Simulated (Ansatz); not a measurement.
Chalcopyrite CuGaSe₂ was calculated with r²SCAN+SOC (plane waves, PAW; Ansatz, a first-principles code).

Numerical settings: plane-wave cutoff 560 eV, 8×8×8 k mesh, Fermi–Dirac smearing 0.01 eV, PAW data made under PBE.

Cell (measured lattice):

CuGaSe2 is taken in the tetragonal space group I-42d (No. 122), the chalcopyrite structure, Pearson symbol tI16. Conventional cell: a = b = 5.6191 Å, c = 11.0260 Å, α = β = γ = 90.00°. Ga on 4b sees 4 Se at 2.416 Å (tetrahedral). Cu on 4a sees 4 Se at 2.420 Å (tetrahedral). Se on 8d sees 2 Ga at 2.416 Å and 2 Cu at 2.420 Å (tetrahedral). (Neighbours: up to the widest gap in distance over summed covalent radii, below 1.35, at either atom; cation-cation and far metal-metal contacts left out.)
(The calculation used a cell of 8 atoms; values per cell refer to that cell.)

Predict the band gap.


- band gap = 0.61 eV (direct)

Measured, for comparison: band gap 1.67 eV (temperature not stated, not corrected to a static lattice, direct or pseudo-direct at Γ; as tabulated in Ghosh et al. (2024), arXiv:2401.16805). Computed (rounded) less measured: band gap -1.06 eV.

Note: cell and atoms aren't relaxed at this level (largest force component 0.23 eV/Å, pressure 0.3 GPa).

The computed numbers hold no vibrational or temperature effects.
